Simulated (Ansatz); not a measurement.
## How far each method lies from UCCSDT(Q) for Ag, doublet

A free Ag atom.

Basis def2-TZVPP with its core potentials; Ansatz 0.2.0. Correlated methods freeze the noble-gas cores, which leaves 11 electrons in 52 orbitals. Prefix R: restricted or restricted open-shell reference; prefix U: unrestricted. Active spaces: valence = (11e, 6o) chosen from the atoms' valence shells. No spin–orbit coupling is included; scalar relativity enters through the core potentials alone. The metal's outer-core shells are frozen, which leaves out core–valence correlation.

Full CI isn't at hand for all of this; UCCSDT(Q) serves as the reference, and is uncertain by about the last step of the cluster series. The frozen core follows each run's orbitals, which can shift R against U totals by a few meV for light atoms and by up to 0.1 eV past Ca.

The UHF ⟨S²⟩ is 0.752 and the T1 diagnostic (RCCSD) is 0.0171. The largest doubles amplitude (RCCSD) is 0.025. The T1 diagnostic (UCCSD) is 0.0163.

Problem. From what is known of these methods and the diagnostics, rank them by the size of their error in total energy against UCCSDT(Q) in def2-TZVPP, smallest first (an estimate: the text doesn't fix the numbers).
A. UCCSD(T)
B. UCCSDT
C. UMP2
D. UHF
E. UCCSD

Solution. B (0.15 mEh), A (0.70 mEh), E (11.90 mEh), C (16.11 mEh), D (369.18 mEh).

All errors are against UCCSDT(Q) in def2-TZVPP. Below it: UCCSD(T), UMP2. Within each family the higher level lies nearer, as is usual though not guaranteed.

Natural occupations of CASSCF (valence space) about the gap: 2.000 2.000 2.000 2.000 2.000 1.000; effectively unpaired electrons, Σ n²(2−n)², 1.00.
